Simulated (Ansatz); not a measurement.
C4H6F2, SMILES `F[C@H]1C[C@@H](F)C1`, relaxed with RKS PBE-D4/def2-SVP in Ansatz from a rough embedded geometry. The force threshold is 0.03 eV/Å; the program also tests the step.

Charge 0, multiplicity 1.

Start:

```xyz
12

F    -1.470   -0.455    1.442
C    -0.836   -0.647    0.279
C    -0.610    0.601   -0.626
C     0.760    0.776   -0.025
F     0.868    1.604    1.017
C     0.702   -0.748    0.325
H    -1.278   -1.472   -0.263
H    -0.667    0.371   -1.684
H    -1.322    1.411   -0.435
H     1.595    0.984   -0.795
H     1.134   -1.394   -0.510
H     1.124   -1.030    1.275
```

```json
{"step": "1", "energy (eV)": "-9660.3506", "largest force (eV/Å)": "3.264", "largest move (Å)": "0.000"}
{"step": "2", "energy (eV)": "-9660.6926", "largest force (eV/Å)": "1.115", "largest move (Å)": "0.118"}
{"step": "3", "energy (eV)": "-9660.7463", "largest force (eV/Å)": "0.243", "largest move (Å)": "0.036"}
{"step": "4", "energy (eV)": "-9660.7549", "largest force (eV/Å)": "0.136", "largest move (Å)": "0.037"}
{"step": "5", "energy (eV)": "-9660.7581", "largest force (eV/Å)": "0.127", "largest move (Å)": "0.077"}
{"step": "6", "energy (eV)": "-9660.7663", "largest force (eV/Å)": "0.109", "largest move (Å)": "0.056"}
{"step": "7", "energy (eV)": "-9660.7692", "largest force (eV/Å)": "0.634", "largest move (Å)": "0.200"}
{"step": "8", "energy (eV)": "-9660.7911", "largest force (eV/Å)": "0.324", "largest move (Å)": "0.024"}
{"step": "9", "energy (eV)": "-9660.8087", "largest force (eV/Å)": "0.129", "largest move (Å)": "0.064"}
{"step": "10", "energy (eV)": "-9660.8495", "largest force (eV/Å)": "0.274", "largest move (Å)": "0.198"}
{"step": "11", "energy (eV)": "-9660.8676", "largest force (eV/Å)": "0.606", "largest move (Å)": "0.191"}
{"step": "12 (rejected)", "energy (eV)": "-9660.6593", "largest force (eV/Å)": "1.262", "largest move (Å)": "0.200"}
{"step": "13", "energy (eV)": "-9660.9062", "largest force (eV/Å)": "0.118", "largest move (Å)": "0.100"}
{"step": "14", "energy (eV)": "-9660.9101", "largest force (eV/Å)": "0.024", "largest move (Å)": "0.039"}
```

End:

```xyz
12

F    -1.742   -1.119    0.899
C    -0.762   -0.766   -0.006
C    -0.706    0.722   -0.410
C     0.830    0.626   -0.294
F     1.465    1.687    0.318
C     0.674   -0.657    0.548
H    -0.841   -1.451   -0.879
H    -1.165    1.050   -1.362
H    -1.091    1.336    0.428
H     1.330    0.447   -1.271
H     1.383   -1.496    0.407
H     0.625   -0.379    1.620
```

Hardware: 4 threads of a server CPU on a shared host. Wall time 18 s, peak host memory 0.15 GiB.
